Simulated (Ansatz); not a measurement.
**AlBH₂ (triplet): the correlation ladder at scale of all distances = 1.000, 6-31G**

How much of the correlation energy of AlBH₂ (triplet) does each wave-function method recover here?

The runs use Ansatz 0.2.0, Gaussian basis; 6-31G, core rule «outside noble gas», up to 6 orbitals frozen.

Plan: UHF; CCSD(T) on ROHF; CCSD(T) on UHF; BCCD(T) on ROHF; CISD as a restricted active space (open shells left free, so some higher excitations enter); CCSDT(Q) on ROHF; CCSDT(Q) on UHF; CISDTQ; CASSCF and MRCISD+Q, 4 electrons in 4 orbitals; CASSCF and NEVPT2, 4 electrons in 4 orbitals; CASSCF and MRCISD+Q, 8 electrons in 10 orbitals; CASSCF and NEVPT2, 8 electrons in 10 orbitals; Full CI.

14 further runs of the same task are left out: 13 that didn't finish, 1 set aside as unsound or not needed. Runs told in other sessions of the task aren't counted.

## Step 1: The system

The geometry derives from a PBE0/def2-TZVP stationary point (not a proven minimum). All distances are scaled together.

4 atoms, charge 0, spin multiplicity 3.

Atoms are counted from 1 here; the program's logs count them from 0.

Bond lengths: B1–Al2 2.058 Å, B1–H3 1.195 Å, B1–H4 1.195 Å. Angles: Al2–B1–H3 115.6°, Al2–B1–H4 115.6°, H3–B1–H4 128.7°.

## Step 2: UHF

Input file in.yaml:

```yaml
crystal:
  periodic: [false, false, false]
  atoms:
    - {symbol: B, position_ang: [0.000000, 0.000000, 1.368886]}
    - {symbol: Al, position_ang: [0.000000, 0.000000, -0.689391]}
    - {symbol: H, position_ang: [0.000000, 1.077612, 1.885924]}
    - {symbol: H, position_ang: [0.000000, -1.077612, 1.885924]}
basis:
  gaussian: {orbitals: 6-31G}
magnetization: {spin_polarized: true, initial_magnetization: 2}
hamiltonian: {xc: hf}
output: {orbitals: {seedname: orbitals}}
```

Launch:

```sh
ansatz run in.yaml --threads 1 --pin off --events-out ev --progress --plain --max-ram 2393MiB
```

After this run come: CCSD(T) on ROHF; CCSD(T) on UHF; BCCD(T) on ROHF; CISD as a restricted active space (open shells left free, so some higher excitations enter); CCSDT(Q) on ROHF; CCSDT(Q) on UHF; CISDTQ; CASSCF and MRCISD+Q, 4 electrons in 4 orbitals; CASSCF and NEVPT2, 4 electrons in 4 orbitals; CASSCF and MRCISD+Q, 8 electrons in 10 orbitals; CASSCF and NEVPT2, 8 electrons in 10 orbitals; Full CI.

Q: Predict the results of all the runs planned. Wanted: FCI from the RHF energy; RMP2 from FCI; UMP2 from FCI; RCCSD from FCI; RCCSD(T) from FCI; UCCSD(T) from FCI; RCCSDT(Q) from FCI; UCCSDT(Q) from FCI; NEVPT2 pair from FCI.

The runs gave:

```
                         quantity                                                                                                        value
          FCI from the ROHF energy                                                                                                   -2.9246 eV
                    RMP2 from FCI                                                                                              +19.61 kcal/mol
                    UMP2 from FCI                                                                                              +18.60 kcal/mol
                   RCCSD from FCI                                                                                               +2.74 kcal/mol
                RCCSD(T) from FCI                                                                                               +0.75 kcal/mol
                UCCSD(T) from FCI                                                                                               +0.67 kcal/mol
               RCCSDT(Q) from FCI                                                                                               +0.03 kcal/mol
               UCCSDT(Q) from FCI                                                                                               +0.02 kcal/mol
             NEVPT2 pair from FCI                                                                                              +16.14 kcal/mol
           MRCISD+Q pair from FCI                                                                                               +1.02 kcal/mol
          NEVPT2 valence from FCI                                                                                               +5.57 kcal/mol
levels within 1 kcal/mol (43 meV)  RCCSD(T), UCCSD(T), BCCD(T), RCCSDT, UCCSDT, CISDTQ, RCCSDT(Q), UCCSDT(Q), MRCISD valence, MRCISD+Q valence
                    T1 diagnostic                                                                                                        0.053
   effectively unpaired electrons                                                                                                         2.05
```

**Reading.** RCCSD(T) misses by +0.75 kcal/mol, 1.1 % of the correlation energy. The occupations are near whole numbers, but T1 = 0.053 shows that the orbitals relax strongly. Of the multireference levels listed MRCISD+Q valence comes nearest in total energy (+0.33 kcal/mol), which doesn't show that its space is the better one. These misses are within one basis, not against nature; the frozen cores of restricted and unrestricted runs differ, which can shift their rows.

Levels on UHF freeze UHF's core orbitals, full CI those of ROHF, so the U rows can settle a little off it for that reason alone.

With open shells the CI space here admits some higher excitations, so it is larger than plain CISD.
